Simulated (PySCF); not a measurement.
Molecule: SMILES FCC, C2H5F.

Cartesian coordinates in Å; atom numbers follow the order of the lines, from 1:
```xyz
8

C     0.762    0.079    0.055
C    -0.729   -0.128   -0.019
F    -1.314    0.876   -0.752
H     1.234   -0.722    0.645
H     1.205    0.075   -0.951
H     0.996    1.043    0.530
H    -1.181   -0.128    0.989
H    -0.973   -1.093   -0.498
```

Spin–spin couplings on one PBE0-D3(BJ)/def2-SVP geometry, PySCF 2.14.0 with density-fitted response routines, gas phase, non-relativistic, equivalent pairs averaged; isotopes 13C, 19F, 1H; functional B3LYP.

Reference values (Hz): 1J(C2,F3) = 160.6 (measured; solution; Gryff-Keller and Szczecinski, RSC Adv. 2016, 6, 82783); 2J(C1,F3) = 20.7 (measured; solution; Gryff-Keller and Szczecinski, RSC Adv. 2016, 6, 82783); 2J(F3,H7) = 47.1 (measured; solution; Gryff-Keller and Szczecinski, RSC Adv. 2016, 6, 82783); 3J(F3,H4) = 26.4 (measured; solution; Gryff-Keller and Szczecinski, RSC Adv. 2016, 6, 82783).

How do the couplings (Hz) change with the basis set? Times are CPU seconds on shared hosts with different chips, so compare them loosely. Far from the basis limit: 6-31G*, pcJ-0, def2-TZVP, cc-pVTZ.

## Answers


```tsv
basis set	functions	1J(C2,F3)	2J(C1,F3)	2J(F3,H7)	3J(F3,H4)	mean abs. error	core-s
6-31G*	52	-192.9	21.7	49.3	18.7	10.8	3
pcJ-0	54	-330.8	10.5	38.1	18.9	49.2	2.8
def2-TZVP	123	-265.8	19.4	49.1	22.9	28.0	7.6
pcJ-1	131	-234.8	21.2	54.0	24.8	20.8	12
cc-pVTZ	160	-234.7	17.8	38.7	19.4	23.1	10
aug-cc-pVTZ-J	238	-247.0	21.1	56.0	26.7	24.0	17
pcJ-2	273	-238.5	20.9	55.7	26.4	21.7	21
```

Errors compare magnitudes, without vibrational corrections, and the largest couplings weigh most in the mean. Closest: 6-31G*; furthest: pcJ-0.

The Fermi-contact term samples the wavefunction at the nucleus, which is why sets with added tight s functions (names with J) are made for couplings. Agreement of an ordinary basis with the reference is then largely a cancellation of errors.
